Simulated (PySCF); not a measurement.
**A diatomic session: AlSi−**

The task here is to estimate one member of a computed series from the others.

The runs use PySCF 2.14.0; Al aug-cc-pVDZ-DK, Si aug-cc-pVDZ-DK, spin-free X2C with a Gaussian nucleus.

2 further runs of the same task are left out: 2 set aside as unsound or not needed.

Set-up of the first run:

The job is set up so:

* atoms: Al, Si
* charge: -1
* basis: Al aug-cc-pVDZ-DK, Si aug-cc-pVDZ-DK
* Hamiltonian: spin-free X2C with a Gaussian nucleus
* basis functions: 54
* electrons treated: 28
* masses in u: 26.9815, 27.9769
* levels: PBE0, PBE, r²SCAN, MN15, TPSS, M06-2X, HF, MP2, SCS-MP2, CCSD, CCSD(T)
* grid: 80 radial by 434 angular points
* occupations: held fixed by the projection of orbital angular momentum
* dissociation limit: Al + Si−, each in its ground configuration
* starting distance in angstrom: 2.410
* values of 2S to try: 0, 2, 4

On the command line:

```bash
$ OMP_NUM_THREADS=1 python dia.py task.json out
```

Steps of the session up to this table: Input; The PBE0 curve of the state that the search chose; Higher solutions at PBE0; PBE; r²SCAN; MN15 (hybrid meta-GGA); TPSS (meta-GGA); M06-2X (hybrid meta-GGA); UHF; Correlated methods on the Hartree–Fock reference.

One of the session's tables, all rows but one given; the rest of the session is left out.

Energy (eV) from each level's lowest point:

| R (Å) | UHF | UHF-MP2 | UHF-SCS-MP2 | UHF-CCSD | UHF-CCSD(T) |
| --- | --- | --- | --- | --- | --- |
| 2.110 | 0.686 | 0.732 | 0.730 | n/a | n/a |
| 2.208 | 0.296 | 0.330 | 0.329 | 0.344 | 0.360 |
| 2.306 | 0.085 | 0.106 | 0.106 | 0.115 | 0.125 |
| 2.379 | ? | ? | ? | ? | ? |
| 2.453 | 0.000 | 0.000 | 0.000 | 0.000 | 0.000 |
| 2.527 | 0.028 | 0.018 | 0.017 | 0.013 | 0.007 |
| 2.625 | 0.115 | 0.093 | 0.090 | 0.079 | 0.066 |
| 2.747 | 0.274 | 0.244 | 0.235 | 0.213 | 0.191 |
| 2.894 | 0.499 | 0.486 | 0.471 | 0.416 | 0.386 |
| 3.091 | 0.762 | 0.911 | 0.897 | n/a | n/a |

**Question.** Estimate the row for R (Å) = 2.379.

Worked estimate for «UHF». A straight line through the neighbours (2.306, 0.085) and (2.453, 0.000) gives 0.085 + (0.000 − 0.085) × (2.379 − 2.306) / (2.453 − 2.306) = 0.043; a parabola fitted to 4 rows on both sides gives 0.012.

The run gave: UHF: 0.014; UHF-MP2: 0.025; UHF-SCS-MP2: 0.025; UHF-CCSD: 0.030; UHF-CCSD(T): 0.035. In «UHF» the line misses by +0.029 and the parabola by -0.002.

To keep in mind: Lowest PBE0 solution found, without spin–orbit coupling: ³Σ⁻ (triplet), unpaired electrons π ↑↑. Warnings in the runs' records: inverted.
